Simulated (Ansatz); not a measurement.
## CF2 (SMILES F[C]F): methods side by side

CF2 has 3 atoms, charge 0, and is taken as a singlet. As SMILES, `F[C]F`. Geometry: relaxed at GFN2-xTB.

```xyz
3

F     0.3969    1.0328    0.3328
C     0.3268   -0.2722    0.1497
F    -0.7238   -0.7606   -0.4825
```

Each level gives the energy change with the F1–C2 bond stretched from 1.320 to 1.650 Å (eV). The values are calculated.

```
                        level                    kind  program  value (eV)  less FCI/STO-3G
       HF/STO-3G (restricted)            Hartree–Fock   Ansatz        1.90            +0.87
    SVWN5/STO-3G (restricted)                     LDA   Ansatz        1.01            -0.02
      PBE/STO-3G (restricted)                     GGA   Ansatz        0.76            -0.27
    B3LYP/STO-3G (restricted)           global hybrid   Ansatz        1.05            +0.02
CAM-B3LYP/STO-3G (restricted)  range-separated hybrid   Ansatz        1.27            +0.24
  RPA@PBE/STO-3G (restricted)                     RPA   Ansatz        0.85            -0.18
  BCCD(T)/STO-3G (restricted)   coupled cluster or CI   Ansatz        1.12            +0.09
  CCSD(T)/STO-3G (restricted)   coupled cluster or CI   Ansatz        1.12            +0.09
                   FCI/STO-3G      exact in the basis   Ansatz        1.03             0.00
```

FCI/STO-3G is exact within its basis and frozen core, so for wave-function methods in that basis the difference is their error; functionals converge differently with the basis, so for them it is only a difference. The first shape isn't each level's own minimum. The values span 0.76 to 1.90 eV. All rows use very small basis sets, so even the best lies far from the true value.
